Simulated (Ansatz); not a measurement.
**Telling isomers of HNOP+ apart by their spectra**

These gas-phase data were calculated for one isomer of HNOP+ at PBE0-D4/def2-TZVP (harmonic, unscaled wavenumbers; equilibrium rotational constants with average atomic masses):

```
rotational constants            : 648, 5.865, 5.812 GHz
all wavenumbers above 1500 cm⁻¹ : 3619, 1760
```

Candidates:

(1) `O[N+]#P`, a singlet
(2) `O=[N+]=P`, a singlet

Problem. Assign the data to one candidate and say why.

Solution. Candidate (1). The band at 3619 cm⁻¹ lies where the O–H stretch is expected; (2) has no mode between 3300 and 4000 cm⁻¹.

The same quantities for all candidates:

|  | rotational constants (GHz) | wavenumbers above 1500 cm⁻¹ | E above the lowest, PBE0-D4/def2-TZVP (kcal/mol) |
| --- | --- | --- | --- |
| (1) | 648, 5.865, 5.812 | 3619, 1760 | 0.0 |
| (2) | 246.5, 6.065, 5.919 | 2322, 2048 | 21.2 |

Harmonic stretches to hydrogen usually lie a few per cent above observed fundamentals. Each candidate is one conformer. Programs: Ansatz 0.2.0.
